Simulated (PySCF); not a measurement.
Numbering as in the mapped SMILES `[CH3:1][PH:2]([CH3:3])=[O:4]`; H(Xn) means a hydrogen on atom n.

All values are calculated (PySCF 2.14.0 with density-fitted response routines): PBE0/pcSseg-1 with gauge-including orbitals, GFN2-xTB structure. Single conformer, rapidly exchanging positions averaged, relativity neglected, in vacuum.

References, each an isolated molecule treated in the same way: TMS for $^{13}$C (σ = 186.93 ppm) and $^{1}$H (σ = 31.72 ppm); $^{31}$P (σ = 318.38 ppm) vs H3PO4; $^{17}$O (σ = 336.08 ppm) vs H2O.

```
      atoms   nucleus  count  δ (ppm)
      C1/C3  $^{13}$C      2        ?
         O4  $^{17}$O      1    100.4
      H(P2)   $^{1}$H      1     7.47
H(C1)/H(C3)   $^{1}$H      6        ?
         P2  $^{31}$P      1    -16.1
```

Question: Estimate the values marked ?.

Answer: 
- C1/C3: 19.5 ppm, methyl carbon bonded to P
- H(C1)/H(C3): 1.28 ppm, hydrogen on a methyl carbon bonded to P

Shifts are as computed. Against solution values, carbons near 30 ppm lie about +3 ppm off and those near 130 ppm about +5 ppm. Of 1211 compounds with measured shifts, 218 miss one by over three times the rms of a fit or turn the order of signals round; such compounds aren't used in these exercises. Experimental scales use liquid or dissolved standards, which lie at an offset from isolated H2O (liquid H2O: subtract about 36 ppm) and H3PO4.
